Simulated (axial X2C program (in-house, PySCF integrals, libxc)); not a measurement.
**Worked dissociation energy of ClF⁻: PBE0, without spin–orbit coupling**

Calculated with an in-house all-electron X2C program for linear molecules (integrals from PySCF). Spin-free means the one-electron spin-free X2C Hamiltonian. Basis: Cl dyall-av3z [9s8p3d2f], F dyall-av3z [7s6p3d2f] (cores contracted in-house); Gaussian nuclei, density fitting, unrestricted open shells. Masses: Cl 34.969 u, F 18.998 u.

Molecular state: M_S = 1/2, Λ = 0 (beyond evenly filled blocks: σα).

* E(Cl-) (2M_S = 0, M_L = 0): -461.564810 hartree
* E(F) (2M_S = 1, M_L = 0): -99.770025 hartree
* E(ClF⁻) at Re: -561.390744 hartree
* ωe: 309.4 cm⁻¹
* ωexe: 3.87 cm⁻¹

(1) Work out De and D0.

The state is one determinant whose occupation by symmetry is held fixed; it was picked as the lowest of a PBE0 search that is not exhaustive. De is counted from the lowest determinant-based energies of the atoms at the same level, without counterpoise correction.

Each atomic determinant is the lowest at this level and need not be a pure term. Totals compare only within one Hamiltonian and basis.

Results:

(1) De = -461.564810 + (-99.770025) − (-561.390744) = 0.05591 hartree = 1.521 eV. The zero-point energy is ωe/2 − ωexe/4 = 154 cm⁻¹ = 0.019 eV, so D0 = 1.502 eV.
